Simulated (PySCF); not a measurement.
Simulated C 1s region for `CC(F)(F)F`, binding energy against the vacuum level.

Every computed line was given a Gaussian of 0.4 eV full width at half maximum and an area set by the number of equivalent atoms; the highest printed point is 100. Method: delta-SCF UKS SCAN, pcX-2 on the ionised atom, pcseg-1 elsewhere, spin-free X2C in PySCF 2.14.0.

binding energy (eV), intensity and a bar:
```
    291.6          3 #
    291.8         37 ###########
    292.0        100 ##############################
    292.2         67 ####################
    292.4         11 ###
    292.6          0 
    292.8          0 
    293.0          0 
    293.2          0 
    293.4          0 
    293.6          0 
    293.8          0 
    294.0          0 
    294.2          0 
    294.4          0 
    294.6          0 
    294.8          0 
    295.0          0 
    295.2          0 
    295.4          0 
    295.6          0 
    295.8          0 
    296.0          0 
    296.2          0 
    296.4          0 
    296.6          0 
    296.8          0 
    297.0          0 
    297.2          0 
    297.4          0 
    297.6          0 
    297.8          0 
    298.0          3 #
    298.2         35 ##########
    298.4         99 ##############################
    298.6         70 #####################
    298.8         12 ####
    299.0          1
```

Problem. How many maxima does the curve show, and how many computed lines lie under it?

Solution. The curve has 2 maxima (at 292.0 and 298.4 eV). Under it lie 2 lines from 2 inequivalent carbon sites.

Problem. Decompose the envelope and assign each component. Numbering: `[CH3:1][C:2]([F:3])([F:4])[F:5]`.

Solution. 
```tsv
position (eV)	relative area	line	atoms	environment
292.04	1	C 1s	C1	methyl carbon
298.45	1	C 1s	C2	CF3 carbon
```

Problem. Above which line width would these two lines show one maximum?

Solution. Two equal Gaussians merge once their distance is under 2σ = FWHM/1.177. With 6.41 eV between them that is a full width over 7.55 eV.

Lowest listed C 1s: C1, bonded to C and 3 H. Highest, 6.41 eV above it: C2, bonded to 3 F and C. Summing the Pauling electronegativity differences to the bonded atoms, each weighted by its formal bond order, gives -1.05 for the lowest site and +4.29 for the highest.

The curve has no shake-up lines and no vibrational structure. Geometry: PBE0-D3(BJ)/def2-SVP; no solvent, vibrations or thermal averaging.
